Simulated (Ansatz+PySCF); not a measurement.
Results of a calculation; reference values are marked as such.
Input for PySCF 2.14.0:

```python
from pyscf import gto, scf

mol = gto.M(atom="""
O 0.000000 0.000000 -0.594140
O 0.000000 0.000000 0.594140
Li 30.000000 0.000000 -1.438060
H 30.000000 0.000000 4.314180
""", basis='6-31g', charge=0, spin=2)
mf = scf.ROHF(mol)
mf.init_guess = 'minao'
mf.kernel()
while True:  # follow internal instabilities
    mo, _, stable, _ = mf.stability(return_status=True)
    if stable: break
    mf.kernel(mf.make_rdm1(mo, mf.mo_occ))
print(mf.converged, mf.e_tot, mf.spin_square()[0])
```

The script is written out from the run's settings.

The run gave:

- Converged: yes
- Total energy: -157.39118 hartree
- Spin squared of the determinant: 2.000

Caution: an unrestricted determinant lies well below.
